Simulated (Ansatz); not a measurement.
# Molecular dynamics of CH8BN

input.yaml

```yaml
crystal:
  periodic: [false, false, false]
  atoms:
    - { symbol: B, position_ang: [-0.027062, -0.335039, 0.202846] }
    - { symbol: H, position_ang: [-0.951444, 0.303758, 1.046407] }
    - { symbol: H, position_ang: [0.962283, 0.357911, 0.376966] }
    - { symbol: H, position_ang: [-0.603683, -0.286861, -0.870261] }
    - { symbol: "N", position_ang: [0.006054, -1.750096, 0.870159] }
    - { symbol: H, position_ang: [-0.396524, -2.496034, 0.299648] }
    - { symbol: C, position_ang: [1.149624, -2.160436, 1.666312] }
    - { symbol: H, position_ang: [0.96162, -3.133207, 2.166677] }
    - { symbol: H, position_ang: [2.090454, -2.249434, 1.071447] }
    - { symbol: H, position_ang: [1.343822, -1.413124, 2.46353] }
    - { symbol: H, position_ang: [-0.838843, -0.644639, 1.286969] }
basis:
  gaussian: { orbitals: def2-SVP }
hamiltonian:
  xc: pbe
md:
  timestep: 0.5
  n_steps: 200
  ensemble: nve
  temperature: 100.0
  initial_velocities: maxwell_boltzmann
  seed: 9359
```

Command:

```bash
$ ansatz run input.yaml --threads 2 --pin off --max-ram 3072MiB --backend cpu --events-out ev --progress --plain --runs-dir out
```

It starts at the highest image of a converged band. Of that band: The profile has 2 maxima (images 1, 3) with wells between them (image 2): this band takes more than one step, which may be the mechanism or a detour left from its start path. Neighbouring images differ by up to 1.5 eV, so the band resolves the path poorly. A vibrational analysis at the climbing image gives one clearly imaginary mode, 1134i cm⁻¹: a first-order saddle point.

Output, in part (one step line in 4, the closing report, with atoms numbered from 0):

```
md step     0: t =     0.00 fs  T =   100.0 K  F+E_penalty+E_count = -3324.83556295 eV  E_kin = 0.116334 eV  conserved = -3324.71922895 eV  (26 SCF iters)
md step     4: t =     2.00 fs  T =    76.4 K  F+E_penalty+E_count = -3324.80782229 eV  E_kin = 0.088888 eV  conserved = -3324.71893423 eV  (30 SCF iters)
md step     8: t =     4.00 fs  T =    53.5 K  F+E_penalty+E_count = -3324.78099945 eV  E_kin = 0.062189 eV  conserved = -3324.71881080 eV  (29 SCF iters)
md step    12: t =     6.00 fs  T =    58.2 K  F+E_penalty+E_count = -3324.78658087 eV  E_kin = 0.067680 eV  conserved = -3324.71890075 eV  (29 SCF iters)
md step    16: t =     8.00 fs  T =    86.0 K  F+E_penalty+E_count = -3324.81865660 eV  E_kin = 0.100088 eV  conserved = -3324.71856885 eV  (29 SCF iters)
md step    20: t =    10.00 fs  T =   194.7 K  F+E_penalty+E_count = -3324.94485029 eV  E_kin = 0.226446 eV  conserved = -3324.71840466 eV  (29 SCF iters)
md step    24: t =    12.00 fs  T =   424.3 K  F+E_penalty+E_count = -3325.21231772 eV  E_kin = 0.493643 eV  conserved = -3324.71867504 eV  (28 SCF iters)
md step    28: t =    14.00 fs  T =   703.8 K  F+E_penalty+E_count = -3325.53954911 eV  E_kin = 0.818800 eV  conserved = -3324.72074920 eV  (28 SCF iters)
md step    32: t =    16.00 fs  T =   928.9 K  F+E_penalty+E_count = -3325.79976409 eV  E_kin = 1.080666 eV  conserved = -3324.71909800 eV  (28 SCF iters)
md step    36: t =    18.00 fs  T =  1090.9 K  F+E_penalty+E_count = -3325.99201210 eV  E_kin = 1.269111 eV  conserved = -3324.72290079 eV  (28 SCF iters)
md step    40: t =    20.00 fs  T =   818.4 K  F+E_penalty+E_count = -3325.67102813 eV  E_kin = 0.952046 eV  conserved = -3324.71898170 eV  (29 SCF iters)
md step    44: t =    22.00 fs  T =   731.2 K  F+E_penalty+E_count = -3325.56959601 eV  E_kin = 0.850677 eV  conserved = -3324.71891947 eV  (29 SCF iters)
md step    48: t =    24.00 fs  T =   854.8 K  F+E_penalty+E_count = -3325.71689350 eV  E_kin = 0.994387 eV  conserved = -3324.72250691 eV  (29 SCF iters)
md step    52: t =    26.00 fs  T =   617.8 K  F+E_penalty+E_count = -3325.43714112 eV  E_kin = 0.718661 eV  conserved = -3324.71848042 eV  (29 SCF iters)
md step    56: t =    28.00 fs  T =   673.1 K  F+E_penalty+E_count = -3325.50615448 eV  E_kin = 0.783030 eV  conserved = -3324.72312445 eV  (27 SCF iters)
md step    60: t =    30.00 fs  T =   606.0 K  F+E_penalty+E_count = -3325.42518091 eV  E_kin = 0.704966 eV  conserved = -3324.72021535 eV  (29 SCF iters)
md step    64: t =    32.00 fs  T =   458.9 K  F+E_penalty+E_count = -3325.25196954 eV  E_kin = 0.533848 eV  conserved = -3324.71812117 eV  (29 SCF iters)
md step    68: t =    34.00 fs  T =   639.3 K  F+E_penalty+E_count = -3325.46505986 eV  E_kin = 0.743704 eV  conserved = -3324.72135536 eV  (28 SCF iters)
md step    72: t =    36.00 fs  T =   593.1 K  F+E_penalty+E_count = -3325.41000944 eV  E_kin = 0.689938 eV  conserved = -3324.72007169 eV  (29 SCF iters)
md step    76: t =    38.00 fs  T =   529.3 K  F+E_penalty+E_count = -3325.33756916 eV  E_kin = 0.615778 eV  conserved = -3324.72179101 eV  (28 SCF iters)
md step    80: t =    40.00 fs  T =   353.3 K  F+E_penalty+E_count = -3325.13055340 eV  E_kin = 0.411060 eV  conserved = -3324.71949376 eV  (29 SCF iters)
md step    84: t =    42.00 fs  T =   224.7 K  F+E_penalty+E_count = -3324.97884711 eV  E_kin = 0.261352 eV  conserved = -3324.71749464 eV  (28 SCF iters)
md step    88: t =    44.00 fs  T =   514.0 K  F+E_penalty+E_count = -3325.31882390 eV  E_kin = 0.597913 eV  conserved = -3324.72091060 eV  (28 SCF iters)
md step    92: t =    46.00 fs  T =   723.6 K  F+E_penalty+E_count = -3325.56009349 eV  E_kin = 0.841798 eV  conserved = -3324.71829554 eV  (28 SCF iters)
md step    96: t =    48.00 fs  T =  1041.0 K  F+E_penalty+E_count = -3325.93469438 eV  E_kin = 1.211056 eV  conserved = -3324.72363844 eV  (28 SCF iters)
md step   100: t =    50.00 fs  T =   948.3 K  F+E_penalty+E_count = -3325.82307373 eV  E_kin = 1.103137 eV  conserved = -3324.71993631 eV  (28 SCF iters)
md step   104: t =    52.00 fs  T =   820.5 K  F+E_penalty+E_count = -3325.67306398 eV  E_kin = 0.954570 eV  conserved = -3324.71849422 eV  (28 SCF iters)
md step   108: t =    54.00 fs  T =   954.8 K  F+E_penalty+E_count = -3325.83343203 eV  E_kin = 1.110755 eV  conserved = -3324.72267719 eV  (29 SCF iters)
md step   112: t =    56.00 fs  T =   749.6 K  F+E_penalty+E_count = -3325.59008248 eV  E_kin = 0.872055 eV  conserved = -3324.71802768 eV  (29 SCF iters)
md step   116: t =    58.00 fs  T =   831.2 K  F+E_penalty+E_count = -3325.69082468 eV  E_kin = 0.966940 eV  conserved = -3324.72388513 eV  (29 SCF iters)
md step   120: t =    60.00 fs  T =   677.5 K  F+E_penalty+E_count = -3325.50810057 eV  E_kin = 0.788162 eV  conserved = -3324.71993868 eV  (29 SCF iters)
md step   124: t =    62.00 fs  T =   500.4 K  F+E_penalty+E_count = -3325.30039573 eV  E_kin = 0.582178 eV  conserved = -3324.71821765 eV  (28 SCF iters)
md step   128: t =    64.00 fs  T =   665.6 K  F+E_penalty+E_count = -3325.49581051 eV  E_kin = 0.774359 eV  conserved = -3324.72145121 eV  (29 SCF iters)
md step   132: t =    66.00 fs  T =   604.7 K  F+E_penalty+E_count = -3325.42406134 eV  E_kin = 0.703492 eV  conserved = -3324.72056917 eV  (29 SCF iters)
md step   136: t =    68.00 fs  T =   639.5 K  F+E_penalty+E_count = -3325.46538532 eV  E_kin = 0.743967 eV  conserved = -3324.72141860 eV  (29 SCF iters)
md step   140: t =    70.00 fs  T =   707.5 K  F+E_penalty+E_count = -3325.54385386 eV  E_kin = 0.823035 eV  conserved = -3324.72081902 eV  (29 SCF iters)
md step   144: t =    72.00 fs  T =   610.5 K  F+E_penalty+E_count = -3325.42849810 eV  E_kin = 0.710269 eV  conserved = -3324.71822942 eV  (29 SCF iters)
md step   148: t =    74.00 fs  T =   810.7 K  F+E_penalty+E_count = -3325.66402304 eV  E_kin = 0.943093 eV  conserved = -3324.72093042 eV  (29 SCF iters)
md step   152: t =    76.00 fs  T =   864.5 K  F+E_penalty+E_count = -3325.72513107 eV  E_kin = 1.005718 eV  conserved = -3324.71941352 eV  (27 SCF iters)
md step   156: t =    78.00 fs  T =  1033.0 K  F+E_penalty+E_count = -3325.92508093 eV  E_kin = 1.201686 eV  conserved = -3324.72339475 eV  (29 SCF iters)
md step   160: t =    80.00 fs  T =   924.1 K  F+E_penalty+E_count = -3325.79590731 eV  E_kin = 1.075031 eV  conserved = -3324.72087663 eV  (29 SCF iters)
md step   164: t =    82.00 fs  T =   645.6 K  F+E_penalty+E_count = -3325.46929332 eV  E_kin = 0.751007 eV  conserved = -3324.71828664 eV  (29 SCF iters)
md step   168: t =    84.00 fs  T =   734.2 K  F+E_penalty+E_count = -3325.57440849 eV  E_kin = 0.854098 eV  conserved = -3324.72031054 eV  (29 SCF iters)
md step   172: t =    86.00 fs  T =   742.8 K  F+E_penalty+E_count = -3325.58849765 eV  E_kin = 0.864103 eV  conserved = -3324.72439498 eV  (29 SCF iters)
md step   176: t =    88.00 fs  T =   500.8 K  F+E_penalty+E_count = -3325.29961363 eV  E_kin = 0.582607 eV  conserved = -3324.71700680 eV  (29 SCF iters)
md step   180: t =    90.00 fs  T =   700.1 K  F+E_penalty+E_count = -3325.53762558 eV  E_kin = 0.814497 eV  conserved = -3324.72312867 eV  (29 SCF iters)
md step   184: t =    92.00 fs  T =   502.4 K  F+E_penalty+E_count = -3325.30306373 eV  E_kin = 0.584406 eV  conserved = -3324.71865799 eV  (29 SCF iters)
md step   188: t =    94.00 fs  T =   533.6 K  F+E_penalty+E_count = -3325.34028102 eV  E_kin = 0.620764 eV  conserved = -3324.71951693 eV  (29 SCF iters)
md step   192: t =    96.00 fs  T =   601.4 K  F+E_penalty+E_count = -3325.42364174 eV  E_kin = 0.699667 eV  conserved = -3324.72397513 eV  (28 SCF iters)
md step   196: t =    98.00 fs  T =   436.8 K  F+E_penalty+E_count = -3325.22474205 eV  E_kin = 0.508137 eV  conserved = -3324.71660478 eV  (28 SCF iters)
md step   200: t =   100.00 fs  T =   676.5 K  F+E_penalty+E_count = -3325.51009265 eV  E_kin = 0.786965 eV  conserved = -3324.72312748 eV  (27 SCF iters)
Total energy: -3325.51012763 eV, -122.2102430787 hartree
Atom 0 at    -0.058027    -0.166862     0.155440 Å, force     1.014533    -0.605169     0.281869 eV/Å
Atom 1 at     0.621852     0.545693     0.882641 Å, force    -0.147511    -0.059182     0.430611 eV/Å
Atom 2 at     0.718969    -0.458337    -0.792175 Å, force    -0.679368     0.309165    -0.208702 eV/Å
Atom 3 at    -1.206995     0.225278     0.008065 Å, force    -0.031069    -0.364826    -0.228084 eV/Å
Atom 4 at    -0.004350    -1.882023     0.833650 Å, force    -0.543026     2.559664     1.319026 eV/Å
Atom 5 at     0.238710    -2.078041    -0.137110 Å, force    -0.292472    -1.065222    -0.080019 eV/Å
Atom 6 at     1.100435    -2.068466     1.793070 Å, force    -0.662910    -2.239576     0.140057 eV/Å
Atom 7 at     1.045081    -3.160840     2.062700 Å, force     0.375079     0.309036     0.199741 eV/Å
Atom 8 at     2.064358    -1.955897     1.306988 Å, force     0.535399     0.520860    -0.293866 eV/Å
Atom 9 at     1.055788    -1.527105     2.762306 Å, force    -0.315847     0.455693    -0.520831 eV/Å
Atom 10 at    -0.907321    -2.218593     1.253280 Å, force     0.747192     0.179557    -1.039802 eV/Å
Dipole moment:     0.034966    -0.906086     0.401861 e Å
```

All steps were run. The conserved energy stayed within 0.51 meV per atom of its start (net change -0.35 meV per atom), so the integration is sound. The kinetic energy rose, since the run started high on the potential surface and went downhill. A run of 0.1 ps of so small a system gives no equilibrium averages. The orbitals stay closed-shell, which can raise the energy where a bond breaks towards radicals; this wasn't checked here.

Between its relaxed ends the band would form H2–H11 and break B1–H2, N5–H11. These pairs go: H2–H11 0.98 → 3.18 Å, B1–H2 1.41 → 1.22 Å, N5–H11 1.45 → 1.05 Å. In the last frame they stand as before the step (other bonds may differ from the relaxed reactants and products). Also parted: B1–H11 1.39 → 2.48 Å. It ends as one piece, CH8BN. Pairs count as bonded within 1.25 times the sum of covalent radii (0.12 Å more for H–H).

Last frame:

```xyz
11
Properties=species:S:1:pos:R:3
B -0.058 -0.167 0.155
H 0.622 0.546 0.883
H 0.719 -0.458 -0.792
H -1.207 0.225 0.008
N -0.004 -1.882 0.834
H 0.239 -2.078 -0.137
C 1.100 -2.068 1.793
H 1.045 -3.161 2.063
H 2.064 -1.956 1.307
H 1.056 -1.527 2.762
H -0.907 -2.219 1.253
```

The run took 3.9 min on 2 threads of Arm Neoverse V1, on a shared host, peak memory 0.1 GiB.
